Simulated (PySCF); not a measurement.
Structure with atom numbers: `[OH:1][CH2:2][CH:3]([F:4])[F:5]` (H(Xn): hydrogen on atom n).

GIAO PBE0/pcSseg-1 shifts (PySCF 2.14.0 with density-fitted response routines, gas phase, non-relativistic, equivalent atoms averaged), each against references optimised in the same way as the molecule (H2O, TMS, CFCl3).

On the GFN2-xTB geometry: O1 16.6, C3 123.4, C2 69.0, F4/F5 -148.8, H(C3) 6.10, H(C2) 4.00, H(O1) 0.93 ppm.

What changes on the PBE0-D3(BJ)/def2-SVP geometry?

## Answers


| atoms | δ (ppm) | change |
| --- | --- | --- |
| O1 | 1.6 | -15.0 |
| C3 | 118.3 | -5.1 |
| C2 | 65.7 | -3.3 |
| F4/F5 | -147.2 | +1.6 |
| H(C3) | 5.68 | -0.42 |
| H(C2) | 3.75 | -0.25 |
| H(O1) | 0.88 | -0.05 |

Unscaled 19F shifts against computed CFCl3 carry errors that often reach 10 to 50 ppm.

Bonds between heavy atoms that differ most (equivalent bonds averaged): C2–C3 1.531 → 1.511 Å, O1–C2 1.397 → 1.390 Å. Mean change of bonds to hydrogen: O–H -0.001 Å, C–H +0.009 Å. The two structures also differ in conformation, which adds to the changes.
